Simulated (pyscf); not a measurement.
## Routes from `[SiH3][Si]([SiH3])[SiH3]` [doublet] + `[SiH3][SiH3]`

Candidate steps break at most two bonds and form at most two. Each was searched with GFN2-xTB (tblite) first. Structures and frequencies: ωB97X-D3(BJ)/def2-SVP in PySCF. Energies: ωB97M-D3(BJ)/def2-TZVP, kcal/mol, from the separated reactants, doublet surface; ΔG‡ with ideal gas, 1 atm, RRHO with modes under 100 cm⁻¹ raised to 100, one conformer, R ln 2 for chiral ones without a mode under 150 cm⁻¹.

| products | type | ΔE‡ | ΔE | ΔG‡ 298 K | ΔG‡ 900 K | ν‡ (cm⁻¹) |
|---|---|---|---|---|---|---|
| H₃Si–SiH(SiH₃)–SiH₃ + •H₂Si–SiH₃ | hydrogen abstraction | 9.6 | +5.5 | 17.7 | 37.0 | 1358i |
| H₃Si–Si(SiH₃)(SiH₃)–SiH₃ + SiH₃• | substitution at Si | 11.0 | +4.5 | 21.2 | 41.9 | 482i |

Row 1: On the reactant side the descent ends in a complex, 6.1 kcal/mol under the separated species and 15.2 kcal/mol under the saddle at ωB97X-D3(BJ)/def2-TZVP. 

Plain bond fissions and candidates not yet searched are not listed, and one of them may be faster. Each barrier is that of the saddle found; lower ones may exist.
